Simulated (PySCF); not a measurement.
**Worked example for thietane: proton affinity at atom S3**

Structure: `C1CSC1` (C3H6S). Coordinates in Å; atoms count from 1 in this order:
```
C    -0.0762    0.4657   -0.5508
C     1.1681   -0.1371    0.1137
S     0.1543   -1.4443    0.9172
C    -1.0963   -0.2102    0.3745
H    -0.1155    1.5662   -0.5832
H    -0.1823    0.0885   -1.5785
H     1.9513   -0.5168   -0.5580
H     1.6302    0.5236    0.8640
H    -1.4168    0.4255    1.2148
H    -1.9860   -0.6435   -0.1045
```

Computed at ωB97X-D3(BJ)/def2-TZVP // PBE0-D3(BJ)/def2-SVP with PySCF (density fitting, grid level 2). ωB97X-D3(BJ) is ωB97X-V with D3(BJ) in place of VV10. Thermal corrections: PBE0-D3(BJ)/def2-SVP frequencies, unscaled, ideal gas at 298.15 K and 1 bar, quasi-RRHO entropy.

Step: `C1C[SH+]C1` → `C1CSC1` + H⁺.

| species | charge | multiplicity | E / Eh |
| --- | --- | --- | --- |
| `C1C[SH+]C1` | 1 | 1 | -516.563558 |
| `C1CSC1` | 0 | 1 | -516.233238 |

Thermal terms, products less reactant: Δ(H − E) = -20.90 kJ/mol, Δ(G − E) = -52.77 kJ/mol (the bare proton has no electronic energy, H = 5/2 RT). 1 Eh = 2625.50 kJ/mol.

Task: What are ΔE, ΔH and ΔG of this step?

Result: ΔE = 0.330320 Eh = 867.26 kJ/mol; ΔH = 846.4 kJ/mol; ΔG = 814.5 kJ/mol, all in the gas phase at 298.15 K and 1 bar. The digits show the arithmetic; the method itself can be off by 10 kJ/mol or more.
